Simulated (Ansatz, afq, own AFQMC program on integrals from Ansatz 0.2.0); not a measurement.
SiH2O, singlet in cc-pVDZ, levels against CCSDTQ

```xyz
4

Si    0.0000   -0.1186    0.6062
O     0.0000    0.1621   -1.0273
H     0.0000    1.3666    0.9807
H     0.0000   -0.6354   -1.5633
```

Connectivity, by distances: SiH–OH.

Basis cc-pVDZ. Noble-gas cores (and the filled d shells of Ga–Kr and In–Xe) are frozen. Integrals, coupled cluster, full CI and functionals: Ansatz 0.2.0; the random walks run on the same integrals in our own AFQMC program. The CISD trial takes its coefficients from CCSD amplitudes. Released means that phaseless walkers are propagated on without the constraint, phases kept. Free projection: walkers drawn from exp(T), propagated without any constraint. Its projection time is finite, and what remains of the start isn't in its error. Uncertainties: one standard error, sampling alone.

Determinant: RHF, the one that the program's search chose, which needn't be the lowest solution. The geometry is a PBE0/def2-TZVP stationary point of this or a neighbouring charge and spin state.

No full CI on the walks' own integrals is used here; CCSDTQ serves as the reference and is uncertain by about the last step of the cluster series.

Cautions: restricted determinant unstable towards unrestricted (UHF 6 meV lower, ⟨S²⟩ 0.11); the released energies move by 1.5 errors or more from one time to the next, so no released level is given (meV from the phaseless value at times in 1/Eh: -6 ± 5 at 0.24, -8 ± 4 at 0.51, -8 ± 4 at 0.99, -6 ± 5 at 1.62, -15 ± 5 at 2.40).

- T1 diagnostic: 0.0181
- weight of the determinant in the CISD state: 0.878
- size of the correlated space: 12 electrons in 36 orbitals

| level | correlation energy (eV) |
| --- | --- |
| MP2 | -7.4794 |
| CCSD | -8.1241 |
| CCSD(T) | -8.3214 |

Q: Estimate where phaseless AFQMC with a CISD trial lies against CCSD(T) on the same integrals.

A: 1.26 ± 0.19 mEh below CCSD(T).

Reference: CCSDTQ, correlation energy -8.360 eV.

```tsv
level	E − E(reference) (mEh)	share of correlation (%)
CCSD(T)	1.41	99.54
CCSDT	0.77	99.75
CCSDT(Q)	-0.09	100.03
ph-AFQMC/HF	-1.94 ± 1.03	100.63
ph-AFQMC/CISD	0.15 ± 0.19	99.95
free AFQMC	0.01 ± 0.17	100.00
```

CCSDT and higher add their correlation energy to the determinant of the CCSD(T) run, since their own runs factorise the integrals more tightly (a shift of under 2 meV). Free projections are given only where their last times agree within the noise and don't stop above the reference; a slow remainder of the start can still hide under it. A walk keeps the symmetry of its determinant, which the program's search chose and which needn't be the lowest solution, so a lower state of the same spin and another symmetry isn't excluded.
